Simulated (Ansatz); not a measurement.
**CH2FN: taking an electron away**

One table from this session's results is given with a row withheld; the runs are named, their logs left out.

The runs use Ansatz 0.2.0, Gaussian basis; unrestricted cation, the program's frozen cores in correlated methods.

Plan: UKS PBE-D4/def2-TZVPP; UKS r2SCAN-D4/def2-TZVPP; UKS PBE0-D4/def2-TZVPP; UKS B3LYP-D4/def2-TZVPP; UKS wB97X-V/def2-TZVPP; UKS wB97M-V/def2-TZVPP; UKS B2PLYP/def2-TZVPP; UHF-CCSD(T)/def2-TZVPP; UHF-MP2/def2-QZVPP; extrapolation to the limit; then −ε(HOMO) from the neutral's earlier runs with LDA (SPW92), PBE-D4, revPBE-D4, BLYP-D4, r2SCAN-D4, B97M-V, PBE0-D4, B3LYP-D4, r2SCANh-D4, r2SCAN0-D4, HSE06-D4, BHLYP-D4, CAM-B3LYP-D4, LC-ωPBE, ωB97X-V, ωB97M-V.

### Structure used throughout

All runs share one geometry, relaxed beforehand with PBE0-D4 in a triple-zeta def2 set.

SMILES `N=CF`, 5 atoms, charge 0, spin multiplicity 1.

Atoms are counted from 1 here; the program's logs count them from 0.

Bond lengths: N1–C2 1.242 Å, N1–H4 1.016 Å, C2–F3 1.329 Å, C2–H5 1.092 Å. Angles: C2–N1–H4 110.6°, N1–C2–F3 120.0°, N1–C2–H5 129.8°, F3–C2–H5 110.2°.

The first run:

Input file in.yaml:

```yaml
crystal:
  periodic: [false, false, false]
  atoms:
    - {symbol: N, position_ang: [-0.719915, -0.454394, -0.439799]}
    - {symbol: C, position_ang: [0.296468, -0.034526, 0.137289]}
    - {symbol: F, position_ang: [1.242446, -0.884843, 0.520813]}
    - {symbol: H, position_ang: [-1.343939, 0.314087, -0.667296]}
    - {symbol: H, position_ang: [0.574840, 0.985975, 0.407593]}
basis:
  gaussian: {orbitals: def2-TZVPP}
total_charge: 1
magnetization: {spin_polarized: true, initial_magnetization: 1}
hamiltonian: {xc: pbe, dispersion: d4}
```

Among the steps run: Cation, UKS PBE-D4/def2-TZVPP; Cation, UKS r2SCAN-D4/def2-TZVPP; Cation, UKS PBE0-D4/def2-TZVPP; Cation, UKS B3LYP-D4/def2-TZVPP; Cation, UKS wB97X-V/def2-TZVPP; Cation, UKS wB97M-V/def2-TZVPP; Cation, UKS B2PLYP (frozen core)/def2-TZVPP; Cation, UHF-CCSD(T)/def2-TZVPP; Cation, UHF-MP2/def2-QZVPP.

One of the session's tables, all rows but one given; the rest of the session is left out.

It belongs to the step «Ionisation energies side by side». Orbital estimates, from the neutral's runs:

| functional | −ε(HOMO) (eV) |
| --- | --- |
| LDA (SPW92) | 7.30 |
| PBE-D4 | 7.18 |
| revPBE-D4 | 7.13 |
| BLYP-D4 | 7.10 |
| r2SCAN-D4 | 7.54 |
| B97M-V | 7.71 |
| PBE0-D4 | 8.81 |
| B3LYP-D4 | ? |
| r2SCANh-D4 | 8.14 |
| r2SCAN0-D4 | 9.05 |
| HSE06-D4 | 8.39 |
| BHLYP-D4 | 10.39 |
| CAM-B3LYP-D4 | 10.32 |
| LC-ωPBE | 11.69 |
| ωB97X-V | 11.34 |
| ωB97M-V | 11.25 |

**Question.** Estimate the row for B3LYP-D4.

Worked estimate for «−ε(HOMO) (eV)». Against the share of exact exchange, BLYP-D4 (0, 7.10), BHLYP-D4 (0.5, 10.39) give a slope of 6.58 per unit share; at 0.2 the line stands at 8.42.

As computed: −ε(HOMO) (eV): 8.57. In «−ε(HOMO) (eV)» the line misses by -0.15.
